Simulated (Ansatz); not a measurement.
Chalcopyrite CuGaSe₂ was calculated with revPBE in Ansatz (PAW).

Settings: plane-wave cutoff 520 eV, 8×8×8 k mesh, Fermi–Dirac smearing 0.01 eV, no spin polarisation, scalar-relativistic PAW data made under PBE.

Shape and atoms are relaxed at each volume.

Pressure at four volumes; x = ln(V/23.260 Å³). One pressure is withheld.

```json
[
 {"V (Å³/atom)": "22.330", "x": "-0.0408", "P (GPa)": "?"},
 {"V (Å³/atom)": "22.795", "x": "-0.0202", "P (GPa)": "1.15"},
 {"V (Å³/atom)": "23.260", "x": "0.0000", "P (GPa)": "0.00"},
 {"V (Å³/atom)": "24.191", "x": "0.0392", "P (GPa)": "-1.94"}
]
```

Q: Pass a parabola P(x) through the three rows shown, estimate the bulk modulus and its pressure derivative near zero pressure, and predict the withheld pressure.

A: Slopes between the rows: (0.00 − (1.15))/(0.0000 − (-0.0202)) = -56.93 and (-1.94 − (0.00))/(0.0392 − (0.0000)) = -49.49 GPa. Their difference over the span 0.0594 is c = 7.44/0.0594 = 125.3 GPa, so P(x) = 1.15 + (-56.93)(x − (-0.0202)) + 125.3 (x − (-0.0202))(x − (0.0000)). At the middle row B = −dP/dx = −[-56.93 + 125.3 × 0.0202] = 54.4 GPa, and B′ = dB/dP = 2c/B = 4.6. At x = -0.0408 the parabola gives 2.43 GPa; the run gives 2.45 GPa. The Birch–Murnaghan fit to the energies at all volumes has B0 = 54.4 GPa and B′ = 4.8.

Note: the bulk modulus comes from volumes at which shape and atoms were relaxed.

Ansatz is a quantum-chemistry and plane-wave program.
